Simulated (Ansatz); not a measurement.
Reaction (isomerisation): `CC1(C)C=C1F` → `C=CC(=C)CF`

Calculated with Ansatz (gas phase, PBE0-D4/def2-TZVP geometries, no zero-point term in ΔE). CBS: MP2 limit from def2 TZ/QZ plus the TZ coupled-cluster correction, frozen cores. DFT in def2-TZVPP. B3LYP here is the variant with VWN-RPA as its local correlation; programs differ in this. One conformer a species, not always the lowest.

`CC1(C)C=C1F`:

```xyz
13

C    -0.265   -0.485    1.351
C     0.060    0.085   -0.014
C    -0.735   -0.550   -1.134
C     1.503    0.581   -0.300
C     0.574    1.450   -0.147
F     0.237    2.717   -0.116
H    -0.067   -1.561    1.376
H    -1.323   -0.345    1.593
H     0.331   -0.007    2.130
H    -0.471   -0.118   -2.100
H    -1.810   -0.414   -0.979
H    -0.548   -1.628   -1.176
H     2.517    0.273   -0.484
```

`C=CC(=C)CF`:

```xyz
13

C     0.349    1.224    1.553
C     0.774    0.165    0.864
C     0.126   -0.414   -0.305
C     0.638   -1.479   -0.922
C    -1.134    0.236   -0.783
F    -1.652   -0.398   -1.890
H     0.897    1.585    2.414
H    -0.552    1.768    1.293
H     1.686   -0.336    1.179
H     1.552   -1.937   -0.562
H     0.161   -1.913   -1.791
H    -0.947    1.282   -1.053
H    -1.897    0.216    0.003
```

CCSD(T)/CBS gives -36.3 kcal/mol.

Task: Another level gave -36.6 kcal/mol. Which?
A. PBE-D4/def2-TZVPP
B. B3LYP-D4/def2-TZVPP
C. MP2/def2-TZVPP
D. B2PLYP/def2-TZVPP

Result: D. B2PLYP -36.6, PBE-D4 -31.4, B3LYP-D4 -37.9, MP2/def2-TZVPP -32.5 kcal/mol.

Largest T1 diagnostic among the species: 0.011.

In def2-TZVPP, CCSD(T) changes the Hartree–Fock value by +6.6 kcal/mol (the triples alone add +0.4 kcal/mol) and MP2 by +10.0 kcal/mol.
